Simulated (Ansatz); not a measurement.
We consider 1T (CdI2-type) CdI2, described by LC-ωPBE (Ansatz, a program for electronic structure, plane waves, PAW).

Numerical settings: plane-wave cutoff 460 eV, 9×9×4 k mesh (along the axes of the cell as run), Fermi–Dirac smearing 0.01 eV, scalar-relativistic PAW data made under PBE.

Cell (relaxed at this level):

```xyz
3
Lattice="2.1173 -3.6673 0.0000 2.1173 3.6673 0.0000 0.0000 0.0000 7.3549" Properties=species:S:1:pos:R:3 pbc="T T T"
Cd     0.0000     0.0000     0.0000
I      2.1173     1.2224     1.6822
I      2.1173    -1.2224     5.6727
```

What does this level give for the band gap?


* **band gap**: 8.24 eV (on the SCF k mesh)

Note: the cell comes from a level without a dispersion term, which matters for the spacing of layers, chains or molecules; the cell has widely spaced layers and the level no dispersion term, so their spacing and the moduli can rest on weak binding.

Spin–orbit coupling is not included; with these elements it can move the gap by several tenths of an eV or more.

Computed values are for the static lattice.
